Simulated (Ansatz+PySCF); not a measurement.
The numbers below are computed, except where a source is named.
## PySCF 2.14.0 run

```python
from pyscf import gto, scf, mp

# the (T+d) and (D+d) sets load through basis_set_exchange
mol = gto.M(atom="""
Si 0.000000 0.000000 0.083840
H 0.000000 1.432340 -0.371580
H 1.240440 -0.716170 -0.371580
H -1.240440 -0.716170 -0.371580
""", basis={'H': 'cc-pvtz', 'Si': 'cc-pv(t+d)z'}, charge=0, spin=1)
mf = scf.UHF(mol)
mf.kernel()
pt = mp.MP2(mf, frozen=5).run()
print(mf.e_tot, pt.e_corr, pt.e_tot)
```

The script is written out from the run's settings.

Results

```yaml
Converged: yes
Reference_energy: -290.64182 hartree
Correlation_energy: -0.11634 hartree
Total_energy: -290.75816 hartree
Spin_squared_of_the_determinant: 0.755
```
